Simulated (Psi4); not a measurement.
# [NO2]− (nitrite) at 4 levels

We compute a comparison of 4 runs (B3LYP/6-31G*, PBE0/def2-TZVP, FNO-CCSD(T)/aug-pcseg-1) of [NO2]− (nitrite). 

The results are computed with Psi4 1.11.

1 further run of the same task is left out (set aside as unsound or not needed).

## Step 1: The system as given

The species is [NO2]− (3 atoms), meant as a singlet with charge -1. SMILES: `O=N[O-]`. The shape is that of a GFN2-xTB optimisation.

Bond lengths: O1–N2 1.272 Å, N2–O3 1.272 Å. Angles: O1–N2–O3 117.3°.

## Step 2: Energy and forces at B3LYP/6-31G(d) (Cartesian functions) (run 1)

File job.dat:

```
memory 1600 MB

molecule molecule1 {
  -1 1
  O
  N 1 1.27185
  O 2 1.271943 1 117.29272
  symmetry c1
}

set globals {
  basis 6-31G*
  reference rks
  puream false
  e_convergence 1e-09
  d_convergence 1e-08
  scf_type pk
  dft_radial_points 99
  dft_spherical_points 590
}

E, wfn = gradient("b3lyp", return_wfn=True)
oeprop(wfn, "WIBERG_LOWDIN_INDICES", "MAYER_INDICES", "DIPOLE", title="B3LYP")
```

Command:

```console
psi4 job.dat job.out -n 1
```

job.out:

```text
[...]
  Running in c1 symmetry.
[...]
  Nuclear repulsion =   62.188354246023849
[...]
  Multiplicity = 1
[...]
  Nalpha       = 12
  Nbeta        = 12
[...]
    Number of basis functions: 45
[...]
   @RKS iter   1:  -204.96133319985861   -4.11736e-01   1.46855e-02 DIIS/ADIIS
[...]
   @RKS iter  10:  -205.12016666960028   -1.87583e-12   8.10450e-09 DIIS
[...]
    Orbital Energies [Eh]
    ---------------------
    Doubly Occupied:
       1A    -18.866021     2A    -18.865989     3A    -14.185659
       4A     -0.858226     5A     -0.695356     6A     -0.322429
       7A     -0.188303     8A     -0.173519     9A     -0.167865
      10A     -0.007657    11A      0.015208    12A      0.059237
[...]
  @RKS Final Energy:  -205.12016666960028
   => Energetics <=
    Nuclear Repulsion Energy =             62.1883542460238488
    One-Electron Energy =                -412.0068354808968820
    Two-Electron Energy =                 164.3269544346951534
    DFT Exchange-Correlation Energy =     -19.6286398694223898
    Empirical Dispersion Energy =           0.0000000000000000
    VV10 Nonlocal Energy =                  0.0000000000000000
    Total Energy =                       -205.1201666696002803
[...]
  -Total Gradient:
     Atom            X                  Y                   Z
    ------   -----------------  -----------------  -----------------
       1       -0.006714073717     0.001732756922    -0.000000000000
       2        0.008185181760     0.005058959948     0.000000000000
       3       -0.001474501204    -0.006793780165    -0.000000000000
[...]
 Multipole Moments:
 ------------------------------------------------------------------------------------
     Multipole            Electronic (a.u.)      Nuclear  (a.u.)        Total (a.u.)
 ------------------------------------------------------------------------------------
 L = 1.  Multiply by 2.5417464519 to convert [e a0] to [Debye]
 Dipole X            :         -0.0788419            0.0027954           -0.0760465
 Dipole Y            :         -0.0478045            0.0017030           -0.0461015
 Dipole Z            :          0.0000000            0.0000000            0.0000000
 Magnitude           :                                                    0.0889293
[...]
```

Wall time 7.8 s (1 thread of Intel Xeon Platinum 8259CL at 2.50GHz (Skylake/Cascade Lake), shared host); peak memory 0.42 GiB.

## Step 3: Energy and forces at PBE0/def2-TZVP (run 2)

File job.py:

```python
import psi4

psi4.set_memory(1600000000)
psi4.set_num_threads(1)
psi4.core.set_output_file('output.dat', False)

m = psi4.geometry("""
-1 1
O      0.62795599     1.91854445     0.55809282
N      0.62402536    -0.47003158     0.29116900
O     -1.25198135    -1.44851287    -0.84926182
units bohr
symmetry c1
no_reorient
no_com
""")

options = {'basis': 'def2-TZVP', 'puream': True, 'e_convergence': 1e-09, 'd_convergence': 1e-08, 'scf_type': 'pk', 'dft_radial_points': 99, 'dft_spherical_points': 590}
psi4.set_options(options)

result, w = psi4.gradient('pbe0', return_wfn=True)
psi4.oeprop(w, 'WIBERG_LOWDIN_INDICES', 'DIPOLE', 'MULLIKEN_CHARGES')
print('gradient / Eh bohr^-1')
print(result.np.round(6))
print(f'energy = {w.energy():.10f} Eh')
```

Command:

```console
python job.py
```

output.dat:

```text
[...]
  Running in c1 symmetry.
[...]
  Nuclear repulsion =   62.188361105252966
[...]
  Multiplicity = 1
[...]
  Nalpha       = 12
  Nbeta        = 12
[...]
    Number of basis functions: 93
[...]
   @RKS iter   1:  -204.84954982680620   -4.57640e-01   7.20972e-03 ADIIS/DIIS
[...]
   @RKS iter  10:  -205.01624361333450   -1.72804e-11   8.62227e-09 DIIS
[...]
    Orbital Energies [Eh]
    ---------------------
    Doubly Occupied:
       1A    -18.954490     2A    -18.954461     3A    -14.265344
       4A     -0.920858     5A     -0.755653     6A     -0.376426
       7A     -0.238768     8A     -0.220973     9A     -0.218082
      10A     -0.054437    11A     -0.034780    12A      0.010122
[...]
  @RKS Final Energy:  -205.01624361333450
   => Energetics <=
    Nuclear Repulsion Energy =             62.1883611052529659
    One-Electron Energy =                -411.4471675492465010
    Two-Electron Energy =                 162.4549060571577286
    DFT Exchange-Correlation Energy =     -18.2123432264986960
    Empirical Dispersion Energy =           0.0000000000000000
    VV10 Nonlocal Energy =                  0.0000000000000000
    Total Energy =                       -205.0162436133344954
[...]
  -Total Gradient:
     Atom            X                  Y                   Z
    ------   -----------------  -----------------  -----------------
       1        0.005309271964     0.029547909610     0.006195810317
       2        0.015801557775    -0.011843234369     0.007379503958
       3       -0.021107519604    -0.017707165715    -0.013573769462
[...]
 Multipole Moments:
 ------------------------------------------------------------------------------------
     Multipole            Electronic (a.u.)      Nuclear  (a.u.)        Total (a.u.)
 ------------------------------------------------------------------------------------
 L = 1.  Multiply by 2.5417464519 to convert [e a0] to [Debye]
 Dipole X            :          0.7285528           -0.6240254            0.1045275
 Dipole Y            :         -0.5484967            0.4700316           -0.0784651
 Dipole Z            :          0.3399710           -0.2911690            0.0488020
 Magnitude           :                                                    0.1395149
[...]
  Mulliken Charges: (a.u.)
   Center  Symbol    Alpha    Beta     Spin     Total
       1     O     4.23147  4.23147  0.00000 -0.46293
       2     N     3.53702  3.53702  0.00000 -0.07403
       3     O     4.23152  4.23152  0.00000 -0.46303
   Total alpha = 12.00000, Total beta = 12.00000, Total charge = -1.00000
  Wiberg Bond Indices using Orthogonal Lowdin Orbitals:
[...]
```

On the terminal:

```text
gradient / Eh bohr^-1
[[ 0.005309  0.029548  0.006196]
 [ 0.015802 -0.011843  0.00738 ]
 [-0.021108 -0.017707 -0.013574]]
energy = -205.0162436133 Eh
```

Run time: 26 s. Hardware: 1 thread of Intel Xeon Platinum 8259CL at 2.50GHz (Skylake/Cascade Lake), shared host; peak memory 0.75 GiB.

Run 3 isn't shown in full; the table further down has it.

## Step 4: A single-point energy at FNO-CCSD(T)/aug-pcseg-1 (density fitting) (run 4)

File no2.xyz:

```xyz
3
NO2
O      0.332300     1.015250     0.295330
N      0.330220    -0.248730     0.154080
O     -0.662520    -0.766520    -0.449410
```

File job.py:

```python
import psi4

psi4.set_memory('1600 MB')
psi4.set_num_threads(1)
psi4.set_output_file('no2.out', False)

with open('no2.xyz') as f:
    atoms = ''.join(f.readlines()[2:])
molecule = psi4.geometry('-1 1\n' + atoms + '')

psi4.set_options({
    'freeze_core': True,
})

e, wfn = psi4.energy('fno-ccsd(t)/aug-pcseg-1', return_wfn=True)
print(f'total energy {e:.8f} hartree = {e * 27.211386:.5f} eV')
```

Command:

```console
python job.py
```

no2.out:

```text
[...]
  Running in cs symmetry.
[...]
  Nuclear repulsion =   62.188361105263098
[...]
  Multiplicity = 1
[...]
  Nalpha       = 12
  Nbeta        = 12
[...]
    Number of basis functions: 69
[...]
   @RHF iter   1:  -203.92948888400014   -9.55111e-01   9.99120e-03 ADIIS/DIIS
[...]
   @RHF iter  13:  -204.03995537465633   -9.37916e-13   2.95743e-09 DIIS
[...]
    Orbital Energies [Eh]
    ---------------------
    Doubly Occupied:
       1Ap   -20.315253     2Ap   -20.315177     3Ap   -15.496158
       4Ap    -1.273161     5Ap    -1.082436     6Ap    -0.628368
       7Ap    -0.433572     8Ap    -0.430812     1App   -0.383620
       9Ap    -0.219162     2App   -0.192704    10Ap    -0.163795
[...]
  @RHF Final Energy:  -204.03995537465633
   => Energetics <=
    Nuclear Repulsion Energy =             62.1883611052630982
    One-Electron Energy =                -410.5881919147338408
    Two-Electron Energy =                 144.3598754348144269
    Total Energy =                       -204.0399553746563299
[...]
 Multipole Moments:
 ------------------------------------------------------------------------------------
     Multipole            Electronic (a.u.)      Nuclear  (a.u.)        Total (a.u.)
 ------------------------------------------------------------------------------------
 L = 1.  Multiply by 2.5417464519 to convert [e a0] to [Debye]
 Dipole X            :          0.2088890           -0.0026976            0.2061915
 Dipole Y            :         -0.1432176            0.0018540           -0.1413636
 Dipole Z            :          0.0000000            0.0000000            0.0000000
 Magnitude           :                                                    0.2499972
[...]
      * MP2 total energy:                   -204.621138965008
[...]
      * MP2 total energy:                   -204.621138965008
[...]
      * MP3 total energy:                   -204.598213882815
[...]
      * CCSD total energy:                  -204.614642274884
[...]
      * CCSD(T) total energy                -204.640868696008
[...]
```

The script printed:

```text
total energy -204.64086870 hartree = -5568.56167 eV
```

It took 17 s on 1 thread of Intel Xeon Platinum 8259CL at 2.50GHz (Skylake/Cascade Lake), shared host; peak memory 0.29 GiB.

## Step 5: All runs side by side

| run | level | Cartesian functions | task | energy (Eh) | HOMO energy (eV) | LUMO energy (eV) | HOMO–LUMO gap (eV) | wall time |
| --- | --- | --- | --- | --- | --- | --- | --- | --- |
| 1 | B3LYP/6-31G* (Cartesian functions) | yes | gradient | -205.120167 | 1.61 | 6.60 | 4.99 | 7.8 s |
| 2 | PBE0/def2-TZVP | no | gradient | -205.016244 | 0.28 | 5.82 | 5.54 | 26 s |
| 3 | FNO-CCSD(T)/aug-pcseg-1 (DKH2, density fitting) | no | energy | -204.769810 | -4.45 | 6.93 | 11.39 | 17 s |
| 4 | FNO-CCSD(T)/aug-pcseg-1 (density fitting) | no | energy | -204.640869 | -4.46 | 6.93 | 11.39 | 17 s |

## Step 6: Summary of results

| quantity | value |
| --- | --- |
| run 4: total energy | -204.64087 Eh |
| run 4: HOMO energy (Hartree–Fock orbitals) | -4.46 eV |
| run 4: LUMO energy (Hartree–Fock orbitals) | 6.93 eV |
| run 4: HOMO–LUMO gap (to an unbound level, set by the basis) | 11.39 eV |
| run 4: correlation energy (3 core orbitals frozen) | -600.9 mEh |
| run 4: (T) correction | -26.23 mEh |
| run 4: T1 diagnostic | 0.029 |

In words: Totals of different functionals can't be ranked against each other. In runs 1, 2 the HOMO lies above zero, so the outermost electron may be held by the basis alone. All runs together took 68 s, the longest 26 s.
